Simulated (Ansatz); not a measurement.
A nudged elastic band was laid between two geometries of BH3 + H (5 atoms, charge 0, multiplicity 2).

All numbers below come from Ansatz 0.2.0, UKS PBE0-D4/def2-SVP.

```yaml
movable_images: 9
climbing_image: yes
spring: 5.0 eV/Å²
optimiser: quadratic models (default)
start_path: through a guess of the saddle point
force_threshold: 0.05 eV/Å
iteration_limit: 60
end_points: relaxed
```

Image 0:

```xyz
5
Properties=species:S:1:pos:R:3
B 0.000 0.000 -0.321
H 0.000 0.001 0.885
H 1.045 0.000 -0.924
H -1.045 0.000 -0.924
H 0.000 0.000 3.933
```

Image 10:

```xyz
5
Properties=species:S:1:pos:R:3
B 0.000 0.000 -0.676
H 0.000 0.000 2.473
H 1.089 0.000 -1.191
H -1.089 0.000 -1.191
H 0.000 0.000 3.236
```

(1) What changes between the two ends?

(2) What energy profile does the band end with?

(3) What is the geometry of the highest image?

Results:

(1) Bonds broken: B1–H2. Bonds formed: H2–H5. BH3 + H becomes BH2 + H2.

(2) The forces met the threshold. The highest image is number 5 of 0 to 10, 9.1 kcal/mol above the first end and 5.3 kcal/mol above the last; the last end lies 3.8 kcal/mol above the first. A vibrational analysis at the climbing image gives 2 clearly imaginary modes (883i, 806i cm⁻¹): a point of higher order, so a lower path passes nearby.

```csv
image,path coordinate (Å),energy (kcal/mol),B1–H2 (Å),H2–H5 (Å)
0,0.00,0.0,1.21,3.05
1,0.36,0.1,1.21,2.64
2,0.73,0.4,1.21,2.24
3,1.09,1.4,1.21,1.83
4,1.45,3.9,1.25,1.40
5,1.81,9.1,1.59,0.90
6,2.14,7.2,1.96,0.79
7,2.46,5.3,2.26,0.77
8,2.79,4.3,2.56,0.77
9,3.12,3.9,2.85,0.76
10,3.44,3.8,3.15,0.76
```

(3) 
```xyz
5
Properties=species:S:1:pos:R:3
B 0.000 0.000 -0.066
H 0.000 0.000 1.519
H 1.075 0.000 -0.613
H -1.075 0.000 -0.613
H 0.000 0.000 2.422
```

The run took 42 s on 1 thread of Arm Neoverse V1, on a shared host, peak memory 0.087 GiB.
